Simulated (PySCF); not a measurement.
Stationary points of PH₅⁻

Level of theory: PBE0/[P def2-TZVPD, H def2-TZVPD], no relativity, density fitting, PySCF.

Relaxations began from a few typed shapes; open shells are unrestricted. The search is not exhaustive: other isomers or separated fragments can lie lower, and high-lying points may rest on an excited occupation.

Q: Which is the lowest minimum found?
A. doublet C4v: P–H 1.409 Å, P–H 1.555 Å (×4); H–P–H 89.9° (×4), H–P–H 91.8° (×4), H–P–H 176.4° (×2)
B. doublet D3h: P–H 1.467 Å (×3), P–H 1.525 Å (×2); H–P–H 90.0° (×6), H–P–H 120.0° (×3), H–P–H 180.0°

A: A. The others lie at 34.0 (doublet D3h, a saddle point) kJ/mol above it.

For the lowest minimum: the highest occupied level lies above zero, a sign of self-interaction error or too small a basis; response properties are unreliable. The lowest empty level of this anion is unbound, so it and the gap depend on the basis.
